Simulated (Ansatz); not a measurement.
System: dimethyl thioether, C2H6S, charge 0, multiplicity 1. SMILES: S(C)C
Coordinates optimised at B3LYP-D3(BJ)/def2-TZVP (Ansatz, an electronic-structure program):
```xyz
9

C      0.0016     1.3789    -0.5167
S      0.0002     0.0021     0.6601
C     -0.0019    -1.3822    -0.5079
H      0.0029     2.2993     0.0655
H      0.8930     1.3571    -1.1446
H     -0.8903     1.3593    -1.1440
H     -0.0029    -2.2988     0.0802
H     -0.8938    -1.3644    -1.1353
H      0.8895    -1.3666    -1.1359
```

Property: atomisation energy (electronic, to ground-state atoms), in eV. Correlated levels leave the core frozen unless marked. Open shells are spin-unrestricted. Spin-orbit coupling is left out. No relativistic terms. The coupled-cluster limit lacks core correlation, which all-electron functionals hold. Basis-set limits of correlation are two-point, X^-3; Hartree-Fock from the larger set. The bracket is a focal-point correction in the basis named.

```csv
level,program,atomisation energy (eV)
PBE0-D3(BJ)/def2-TZVPD,Ansatz + dftd3,33.42
PBE0-D4/def2-TZVPD,Ansatz + dftd4,33.41
BHLYP-D3(BJ)/def2-TZVPD,Ansatz + dftd3,32.58
BHLYP-D4/def2-TZVPD,Ansatz + dftd4,32.53
r2SCAN0/def2-TZVPD,Ansatz,…
CAM-B3LYP/def2-TZVPD,Ansatz,33.22
LC-wPBE-D3(BJ)/def2-TZVPD,Ansatz + dftd3,33.19
LC-wPBE/def2-TZVPD,Ansatz,33.05
CCSD(T) with core electrons (1s frozen past Ne)/cc-pwCVTZ,Ansatz,32.64
"RI-MP2/CBS(aug-cc-pV(T+d)Z,aug-cc-pV(Q+d)Z)+[CCSD(T)-MP2]/aug-cc-pV(T+d)Z",Ansatz,…
```

Q: Complete the blanks.

A: 
- r2SCAN0/def2-TZVPD, atomisation energy (eV): 32.98
- RI-MP2/CBS(aug-cc-pV(T+d)Z,aug-cc-pV(Q+d)Z)+[CCSD(T)-MP2]/aug-cc-pV(T+d)Z, atomisation energy (eV): 33.34
